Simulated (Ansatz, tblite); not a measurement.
Cost and result up the ladder for [SiH3]- (SiH₃⁻) (4 atoms). Charge -1, multiplicity 1. Geometry: PBE0-D4/def2-TZVPD.

```xyz
4

Si    0.1242   -0.4884   -0.3631
H     0.5241    0.9536   -0.7491
H     0.6688   -0.3682    1.0781
H    -1.3171   -0.0970    0.0341
```

Ansatz on 4 threads of Arm Neoverse V1 on a shared host; xTB runs through tblite on one thread. Times are rough, summed over both states, and most runs start from the orbitals of an earlier one. PBE0-D4/def2-TZVPD serves as the yardstick here, not as an exact answer. The other state is a triplet.

The xTB rows come from tblite.

xTB has no spin-polarisation term.

```tsv
level	functions	wall time
GFN2-xTB	12	0.002 s
PBE-D4/def2-TZVPD	70	1.1 s
PBE0-D4/def2-TZVPD	70	1.2 s
r2SCAN-D4/def2-TZVPD	70	2.5 s
```

Q: Estimate what each level gives for the vertical triplet (eV).

A: 
| level | vertical triplet (eV) | difference from PBE0-D4/def2-TZVPD (eV) | remarks |
| --- | --- | --- | --- |
| GFN2-xTB | 3.56 | 0.40 | – |
| PBE-D4/def2-TZVPD | 3.10 | -0.06 | HOMO above zero (singlet), HOMO above zero (triplet) |
| PBE0-D4/def2-TZVPD | 3.16 | 0.00 | HOMO above zero (singlet), HOMO above zero (triplet) |
| r2SCAN-D4/def2-TZVPD | 3.14 | -0.01 | HOMO above zero (singlet), HOMO above zero (triplet) |
